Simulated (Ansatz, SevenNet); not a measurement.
Elastic constant C66 (GPa) of solids drawn from the class of tetrahedrally bonded semiconductors and semimetals, at two levels: the machine-learned potential SevenNet-0 (trained on PBE and PBE+U data), and r²SCAN (plane waves, PAW; Ansatz, a program for electronic structure).

```
solid                              SevenNet-0  r²SCAN  shift (%)
---------------------------------  ----------  ------  ---------
2H-SiC                                    124     213        +72
wurtzite GaN                             86.0     115        +34
wurtzite BN (high-pressure phase)         279     421        +51
wurtzite CdS                             12.6    16.2        +29
wurtzite ZnO                             35.8    40.6      +13.4
wurtzite AlN                             97.5     135        +38
```

The shifts run from +13.4 % to +72 %, with a median of +36 %.

Over all 6 rows r²SCAN is the larger in 6.

Ansatz's runs of these crystals have no spin polarisation.

Each level is taken at its own relaxed cell. Ansatz's density-functional and Hartree–Fock values are scalar-relativistic unless marked +SOC, with PAW data made under PBE.
